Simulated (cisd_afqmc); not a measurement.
Input (AFQMC/CISD/cc-pVTZ; cisd_afqmc is a phaseless AFQMC code with CISD trial states that reads the integrals written by Ansatz):

Ansatz 0.2 input:
```python
import cisd_afqmc

open("ham.yaml", "w").write("""\
crystal:
  periodic: [false, false, false]
  atoms:
    - {symbol: O, position_ang: [0.13599357, 0.55950266, -0.34160035]}
    - {symbol: O, position_ang: [-0.15958912, -0.65619836, 0.39793467]}
    - {symbol: H, position_ang: [1.05373037, 0.81572862, -0.07966861]}
    - {symbol: H, position_ang: [-0.34774107, -1.27257644, -0.34513535]}
    - {symbol: H, position_ang: [-0.51722487, 1.23041339, -0.02587059]}
basis:
  gaussian:
    orbitals: cc-pVTZ
total_charge: 1
magnetization: {spin_polarized: false}
correlation: {method: ccsd, electrons: outside_noble_gas, hamiltonian_folder: ham}
""")
rep = cisd_afqmc.ansatz("ham.yaml")
e_ccsd = rep["correlation"]["coupled_cluster"]["energy"]["hartree"]
out = cisd_afqmc.run("ham", e_ccsd, trial="CISD", walkers=100, populations=8, threads=8, dt=0.005, steps=40, early=24, settle=10, least=32,
    cut=5e-5, rank_cut=2e-4, target=0.0004, seconds=1500, seed=1, memory=17280, gpu=False)
```

Output:

```
orbitals 100, occupied [7], factors 529 of 608, rank of the doubles 263 of 651
E(HF) = -151.109943
E(CCSD) on the cut factors = -151.610815, shift to the whole factors -0.000010
Energy of the trial state on the determinant = -151.610837
  tau behind 7.2 of longer steps, mean of the populations' last blocks
   2.0  -151.62873
   4.0  -151.62788
   6.0  -151.62944
   8.0  -151.62769
  10.0  -151.62803
  12.0  -151.62886
  14.0  -151.62871
  16.0  -151.62902
  18.0  -151.63067
  20.0  -151.63206
  22.0  -151.62798
  24.0  -151.62999
blocks 900 (0 outliers left out), error by blocks joined: 1: 0.00023, 2: 0.00028, 4: 0.00032, 8: 0.00036, 16: 0.00040
E(AFQMC/CISD) = -151.62912 +/- 0.00040
```
